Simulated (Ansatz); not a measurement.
# CH2BF (SMILES B[C]F) at ROCCSDT/STO-3G (sfX2C, start density atoms)

Aim: the vertical electron affinity of CH2BF at ROCCSDT/STO-3G (sfX2C, start density atoms), from 2 runs. 

The calculation is run with Ansatz 0.2.0.

2 further runs of the same task are left out: 1 that didn't finish, 1 set aside as unsound or not needed. Runs told in other sessions of the task aren't counted.

## Step 1: The molecule

CH2BF: 5 atoms, total charge 0, spin state triplet. As SMILES, `B[C]F`. The coordinates come from a GFN2-xTB relaxation.

Bond lengths: B1–C2 1.475 Å, C2–F3 1.312 Å, B1–H4 1.167 Å, B1–H5 1.176 Å. Angles: B1–C2–F3 134.8°, C2–B1–H4 120.2°, C2–B1–H5 118.7°, H4–B1–H5 121.1°.

## Step 2: A single-point energy at ROCCSDT/STO-3G (sfX2C, start density atoms)

The input, job.yaml:

```yaml
crystal:
  periodic: [false, false, false]
  atoms:
    - symbol: B
      position_ang: [-0.505570, -0.250120, -0.120900]
    - symbol: C
      position_ang: [0.899880, 0.179790, -0.245440]
    - symbol: F
      position_ang: [1.716060, 0.896670, 0.490070]
    - symbol: H
      position_ang: [-0.994750, -0.904870, -0.953460]
    - symbol: H
      position_ang: [-1.115610, 0.078530, 0.829720]
basis:
  gaussian:
    orbitals: STO-3G
magnetization:
  spin_polarized: false
  initial_magnetization: 2
hamiltonian:
  pseudopotentials: {relativity: scalar}
correlation:
  method: ccsdt
  electrons: all
```

On the command line:

```bash
ansatz run job.yaml --threads 1 --pin off --max-ram 2610MiB --events-out events.jsonl --progress --plain --runs-dir runs
```

Output, shortened:

```text
Warning: RAYON_NUM_THREADS=1 ignored (pool sized by the plan → 1); use --threads N
Functional definition: HF
  name "HF"
[...]
290 factors; integrals over basis functions are off by at most 3.1e-8 eV
[...]
mean field -4379.71102385 eV, -160.9514114518 hartree, gradient 1.2e-6 eV, S^2 2.000000; 0 other end points of the search recorded, 0 dependent functions left out
reference -4379.71102385 eV, -160.9514114518 hartree; 12, 10 occupied and 5, 7 virtual orbitals, 290 factors
second order -2.23754911 eV of doubles, -0.03615384 eV of singles
cycle   1  -2.71999228 eV  change   -4.5e-1 eV  update   8.5e-2
[...]
cycle  17  -3.22517157 eV  change   -8.8e-7 eV  update   4.3e-7
Total energy: -4382.93619542 eV, -161.0699343209 hartree
Relativity: scalar
```

Run time: 1.3 s. Hardware: 1 thread of Arm Neoverse V2, shared host.

## Step 3: The doublet anion at the same level

job.yaml: that of step 2 with these lines changed.

```diff
@@ -16,5 +16,6 @@
     orbitals: STO-3G
+total_charge: -1
 magnetization:
   spin_polarized: false
-  initial_magnetization: 2
+  initial_magnetization: 1
 hamiltonian:
```

On the command line:

```bash
ansatz run job.yaml --threads 1 --pin off --max-ram 2610MiB --events-out events.jsonl --progress --plain --runs-dir runs
```

Output, shortened:

```text
Warning: RAYON_NUM_THREADS=1 ignored (pool sized by the plan → 1); use --threads N
Functional definition: HF
  name "HF"
[...]
290 factors; integrals over basis functions are off by at most 3.1e-8 eV
[...]
mean field -4375.24877626 eV, -160.7874268776 hartree, gradient 1.6e-6 eV, S^2 0.750000; 3 other end points of the search recorded, 0 dependent functions left out
[...]
determinant -4375.24877626 eV, -160.7874268776 hartree, with singles and doubles -4379.23980467 eV, -160.9340944661 hartree
determinant -4373.76670308 eV, -160.7329616926 hartree, with singles and doubles -4376.81350034 eV, -160.8449294267 hartree
reference -4375.24877626 eV, -160.7874268776 hartree; 12, 11 occupied and 5, 6 virtual orbitals, 290 factors
second order -2.94624524 eV of doubles, -0.02042282 eV of singles
cycle   1  -3.51963318 eV  change   -5.5e-1 eV  update   9.4e-2
[...]
cycle  17  -4.10052859 eV  change   -8.6e-7 eV  update   1.5e-6
Total energy: -4379.34930485 eV, -160.9381185238 hartree
Relativity: scalar
```

It took 1.5 s on 1 thread of Arm Neoverse V2, shared host.

## Step 4: Summary of results

Level: ROCCSDT/STO-3G (sfX2C, start density atoms).

| quantity | value |
| --- | --- |
| triplet CH2BF: total energy | -161.06993 Eh |
| triplet CH2BF: correlation energy | -118.5 mEh |
| triplet CH2BF: ⟨S²⟩ of the reference determinant | 2.000 |
| triplet CH2BF: T1 diagnostic | 0.022 |
| doublet anion: total energy | -160.93812 Eh |
| doublet anion: correlation energy | -150.7 mEh |
| doublet anion: ⟨S²⟩ of the reference determinant | 0.750 |
| doublet anion: T1 diagnostic | 0.018 |
| vertical electron affinity (to the doublet anion) | -3.587 eV |

What this shows: The anion lies 3.59 eV (83 kcal/mol) above the neutral: the electron isn't bound at this level, and such a value depends on the basis. Without diffuse functions anions come out too high. In a minimal basis such a difference can be off by several eV, whatever the method.
